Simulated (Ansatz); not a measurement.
bcc Ta was calculated with PBE+SOC (Ansatz, a quantum-chemistry and plane-wave program, PAW).

Run with plane-wave cutoff 520 eV, 24×24×24 k mesh, Fermi–Dirac smearing 0.05 eV, PAW data made under PBE.

The volume scan:

```json
[
 {"V (Å³/atom)": "17.178", "E − E_lowest (meV/atom)": "44.08"},
 {"V (Å³/atom)": "17.544", "E − E_lowest (meV/atom)": "18.97"},
 {"V (Å³/atom)": "17.909", "E − E_lowest (meV/atom)": "4.61"},
 {"V (Å³/atom)": "18.275", "E − E_lowest (meV/atom)": "0.00"},
 {"V (Å³/atom)": "18.640", "E − E_lowest (meV/atom)": "4.22"},
 {"V (Å³/atom)": "19.006", "E − E_lowest (meV/atom)": "16.46"},
 {"V (Å³/atom)": "19.371", "E − E_lowest (meV/atom)": "35.99"}
]
```

Task: Estimate the bulk modulus and its pressure derivative from these points.

Result: V0 = 18.277 Å³/atom, B0 = 193 GPa, B′ = 3.9 (fit to the energies at full precision).

Measured, for comparison: bulk modulus 198 GPa (corrected for temperature and zero-point phonon effects, sources range from 194 to 203; as tabulated in Levämäki et al. (2014), arXiv:1402.3671); equilibrium volume per atom 17.95 Å³/atom (static lattice: zero-point anharmonic expansion removed; as tabulated in Mejia-Rodriguez and Trickey (2018), arXiv:1807.09216). Computed less measured: bulk modulus -2.5 % (-0.5 % to -4.9 % over the range), equilibrium volume per atom +1.8 %.

Computed values are for the static lattice.

Computing time: very roughly 5 core-minutes.
